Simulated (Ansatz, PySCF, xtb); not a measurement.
Homolysis of single bonds, series HO-X. Isolated molecules, 0 K electronic values unless said otherwise. One relaxed conformer stands for each flexible species; it need not be the lowest. Strings in code marks are SMILES.

Quantity: homolytic bond dissociation enthalpy at 298 K (no spin–orbit term), in eV. Thermal and zero-point terms are GFN2-xTB rigid-rotor harmonic values (xtb).

Level 1: PBE-D3(BJ)/def2-TZVP // B3LYP-D3(BJ)/def2-TZVP (PySCF)
Level 2: frozen-core MP2/cc-pVTZ // B3LYP-D3(BJ)/def2-TZVP (Ansatz, a first-principles code)
Level 3: B3LYP/6-31G* // B3LYP-D3(BJ)/def2-TZVP (PySCF)
Level 4: PBE/6-31G* // B3LYP-D3(BJ)/def2-TZVP (PySCF)

| species | level 1 | level 2 | level 3 | level 4 |
|---|---|---|---|---|
| C–O bond of `CO`, giving `[CH3]` and `[OH]` | 4.12 | 4.18 | 3.92 | 4.22 |
| C–O bond of `O=CO` (O–C–O–H torsion 0°), giving `[CH]=O` and `[OH]` | 4.94 | 5.02 | 4.76 | 5.11 |
| O–S bond of `OS` (H–O–S–H torsion 91°), giving `[OH]` and `[SH]` | 3.30 | 3.15 | 2.75 | 3.14 |
| Si–O bond of `C[Si](C)(C)O` (C–Si–O–H torsion 60°), giving `C[Si](C)C` and `[OH]` | 5.50 | 5.84 | 5.30 | 5.39 |
| C–O bond of `CCO` (C–C–O–H torsion 59°), giving `[CH2]C` and `[OH]` | 4.13 | 4.30 | 3.94 | 4.23 |
| C–C bond of `CCO` (C–C–O–H torsion 59°), giving `[CH2]O` and `[CH3]` | 3.69 | 3.88 | 3.65 | 3.82 |
| C–Si bond of `C[Si](C)(C)O` (C–Si–O–H torsion 60°), giving `C[Si](C)O` (C–Si–O–H torsion 177°) and `[CH3]` | 3.86 | 4.07 | 3.77 | 3.85 |
| O–Si bond of `O[SiH3]`, giving `[OH]` and `[SiH3]` | 5.22 | 5.51 | 4.96 | 5.06 |
